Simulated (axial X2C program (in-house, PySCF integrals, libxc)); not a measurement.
# Nuclear properties of BF⁻

Computed with an axial X2C code built on PySCF integrals: two-component X2C with atomic mean-field Coulomb and Gaunt terms, Gaussian nuclei, basis F dyall-av3z, B dyall-av3z with contracted cores.

R = 1.294 Å (near the PBE0 minimum at charge -1 of the determinant lowest at the starting distance; the state shown can have its own minimum elsewhere).

Input and command:
```json
{"zs": [9, 5], "q": -1, "bas": ["dyall-av3z", "dyall-av3z"], "r0": 1.49, "levels": ["PBE0", "HF", "BHandHLYP", "BP86", "PBE50"], "nst": 3}
```
```bash
python soeom.py task.json out
```

Keys: zs atomic numbers; q charge; bas basis sets; r0 starting distance in Å; levels methods; nst determinants followed.

Determinant lowest in the PBE0 search, Ω = 1/2 (⟨Sz⟩ = -0.50, ⟨Lz⟩ = 1.00 at PBE0), spin on the atoms F 0.05, B -0.55:

| level | Eeff magnitude (GV/cm) | Ws magnitude F (kHz) | Ws magnitude B (kHz) | A∥/gI F (MHz) | qzz F (a.u.) | A∥/gI B (MHz) | qzz B (a.u.) |
| --- | --- | --- | --- | --- | --- | --- | --- |
| PBE0 | 8.08e-05 | 0.000236 | 0.000191 | 71.1 | 0.70 | 47.1 | -0.41 |
| HF | 6.27e-05 | 0.000232 | 0.000206 | 16 | 0.78 | 24.4 | -0.51 |
| BHandHLYP | 0.000205 | 0.000251 | 0.000127 | 62.1 | 0.75 | 35.7 | -0.44 |
| BP86 | 2.39e-06 | 0.000146 | 0.000147 | 86.7 | 0.64 | 49.4 | -0.38 |
| PBE50 | 0.000123 | 0.000285 | 0.000217 | 56.5 | 0.75 | 43 | -0.43 |

Determinant 0.00 eV from it at PBE0 and this distance, Ω = 3/2 (⟨Sz⟩ = 0.50, ⟨Lz⟩ = 1.00 at PBE0), spin on the atoms F -0.06, B 0.56:

```tsv
level	Eeff magnitude (GV/cm)	Ws magnitude F (kHz)	Ws magnitude B (kHz)	A∥/gI F (MHz)	qzz F (a.u.)	A∥/gI B (MHz)	qzz B (a.u.)
PBE0	8.62e-05	7.93e-05	6.29e-05	22.7	0.70	4.17	-0.41
HF	5.64e-05	7.55e-05	6.87e-05	8.96	0.78	-5.1	-0.51
BHandHLYP	0.000202	8.17e-05	4.14e-05	21.9	0.75	5.07	-0.44
BP86	1.31e-05	5.04e-05	4.83e-05	24.7	0.64	8.02	-0.38
PBE50	0.000123	9.43e-05	7.16e-05	20.4	0.75	1.14	-0.44
```

Eeff is the effective electric field on the electron electric dipole moment in this Ω state and Ws the scalar–pseudoscalar constant of the nucleus named (defined with the proton number Z and per Ω); A∥ (defined per Ω) follows by multiplying with gI = μI/(I μN); qzz is the electric field gradient, eQq0 = 234.96 MHz × Q/barn × qzz. The operators were transformed with the bare-nucleus X2C matrices; with these basis sets, hyperfine constants and field gradients can be off by tens of per cent, and where levels differ in sign neither size nor sign is settled.

Problem. With Q(11B) = 0.04059 barn (Q from Pyykkö, Mol. Phys. 2018), turn the PBE0 values of the first state into constants in MHz.

Solution. eQq0(11B) = 234.96 × (0.04059) × (-0.41) = -3.91 MHz.

Each state is one determinant with collinear spin. Unrestricted Hartree–Fock can overshoot spin polarisation at the nuclei. For an anion, determinants above electron detachment, or with a positive highest level, are held by the basis set. Where Eeff spreads by more than a factor of two the levels disagree and none is to be relied on. The search compared states at one distance, so a state with another bond length can lie lower. Where a field gradient or hyperfine factor spreads by more than a factor of two over the levels, a constant derived from it is not to be relied on. PBE0 term energies can be off by some tenths of an eV.
